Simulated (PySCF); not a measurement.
Level of theory: core-valence-separated Tamm–Dancoff BHandHLYP/aug-pcX-1 (pcseg-1 on H) in PySCF, non-relativistic, gas phase, PBE0-D3(BJ)/def2-SVP geometry. No empirical shift is added; at this level the pattern usually sits a few eV under experiment.

Main lines of an unknown, eV (oscillator strength): C K: 284.1 (0.059), 284.3 (0.060), 284.5 (0.067), 286.3 (0.017), 286.4 (0.016); N K: 397.4 (0.059), 400.0 (0.041). Listed: the first five lines at most of each edge with a tenth or more of its strongest line's intensity; roots within 0.03 eV on the same or equivalent atoms are summed. Only the lowest roots were sought, and the top ones are left out.

Question: Which candidate gives them?
A. `C/N=C/CC#N`
B. `Cn1ccnc1`

Answer: B. 

- `Cn1ccnc1`: C K: 284.1 (0.059), 284.3 (0.060), 284.5 (0.067), 286.3 (0.017), 286.4 (0.016); N K: 397.4 (0.059), 400.0 (0.041). First C line listed at 284.1 eV, hole on the aromatic CH next to a ring nitrogen (1s→π*); first N line listed at 397.4 eV, hole on the pyridine-type nitrogen.
- `C/N=C/CC#N`: C K: 283.2 (0.066), 284.1 (0.062), 284.1 (0.065), 286.3 (0.014), 286.8 (0.014); N K: 396.1 (0.062), 397.2 (0.063), 397.4 (0.063). First C line listed at 283.2 eV, hole on the imine carbon (1s→π*); first N line listed at 396.1 eV, hole on the imine nitrogen.

One conformer each; other structures than these candidates weren't tested.
